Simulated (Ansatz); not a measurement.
For rock-salt PbSe, r²SCAN-D4 in Ansatz (PAW) gives:

```
Quantity                                 Value
------------------------------  --------------
equilibrium lattice constant a         6.153 Å
enthalpy of formation           -0.677 eV/atom
```

Problem. What does B3LYP (VWN-RPA form) in Ansatz (PAW) give for the same quantities?

Solution. 
- lattice constant a: 6.293 Å (goes up by 2.3 %)
- formation enthalpy: -0.668 eV/atom (moves by +0.009 eV/atom)

For comparison: lattice constant a 6.105 Å (measured, 120 K, no zero-point or thermal correction; as tabulated in Noda, Masumoto, Ohba, Saito, Toriumi, Iwata, Shibuya, Acta Cryst. C 43, 1443 …); formation enthalpy -0.518 ± 0.01 eV/atom (measured, 298 K, copied from a table, unchecked, no zero-point or thermal correction, our sources range from -0.533 to -0.518; as tabulated in Wang et al. (2021), doi:10.1038/s41598-021-94550-5).

Changes are worked out from the printed values.

Unless a cell is named, each level is at its own relaxed cell (r²SCAN-D4 29.11, B3LYP (VWN-RPA form) 31.15 Å³/atom).

Levels without +SOC leave out spin–orbit coupling, which shifts energies and cells of such heavy elements.

Caveats: an element that serves as reference has a cell well above its measured volume (B3LYP (VWN-RPA form)). Ansatz's density-functional and Hartree–Fock values are scalar-relativistic unless marked +SOC, with PAW data made under PBE.

Ansatz is a first-principles code.
